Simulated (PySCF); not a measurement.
C2H5O (doublet state).
SMILES with atom numbers: `[CH2:1][CH2:2][OH:3]` (hydrogens: H4, H5 on C1; H6, H7 on C2; H8 on O3)

Structure used (PBE0-D3(BJ)/def2-SVP), in Å, numbered top down from 1:
```
atom  x, y, z in Å
C1     0.9642    0.3009   -0.0493
C2    -0.3043   -0.4566    0.0679
O3    -1.4252    0.2520   -0.3912
H4     1.0987    0.9826   -0.8939
H5     1.8326    0.0478    0.5637
H6    -0.2591   -1.3779   -0.5490
H7    -0.4343   -0.8152    1.1118
H8    -1.4545    1.0852    0.0910
```

The hyperfine couplings belong to this conformer and change with its torsions.

Level of theory: PySCF, UKS B3LYP, IGLO-III on C O, pcH-1 on H, non-relativistic, mean-field spin-orbit, GIAO. Isolated species at its PBE0-D3(BJ)/def2-SVP geometry (one conformer only). Stability of the SCF solution: not tested.

The Mulliken spin populations are largest on C1 (+1.08), C2 (-0.08) and H6 (+0.06). No atom but C1 exceeds +0.15. The angles at C1 add up to 358.8°, so it is planar; its axial dipolar tensor and the negative couplings of its protons fit spin in a p orbital normal to that plane.

(1) McConnell's relation a(H) = Q·ρ ties the coupling of a proton on a planar π carbon to the spin population of that carbon. What Q do the computed values give?

(2) How do the β-proton couplings of this frozen conformer go with θ, the angle between the C–H bond and the normal to the plane of the spin centre's three neighbours, both seen down the bond from centre to carbon?

## Answers

(1) 
```csv
H,C,ρ(C),a(H) (G),a/ρ (G)
H4,C1,+1.078,-19.90,-18.5
H5,C1,+1.078,-22.25,-20.6
```

These protons share one ρ (within 0.01), so their mean ratio, Q = -19.5 G, is no test of linearity.

(2) 
| β H | on | centre | θ (°) | cos²θ | a (G) |
| --- | --- | --- | --- | --- | --- |
| H6 | C2 | C1 | 0 | 1.00 | +52.50 |
| H7 | C2 | C1 | 65 | 0.18 | +20.54 |

Couplings in gauss use g_iso = 2.0025.
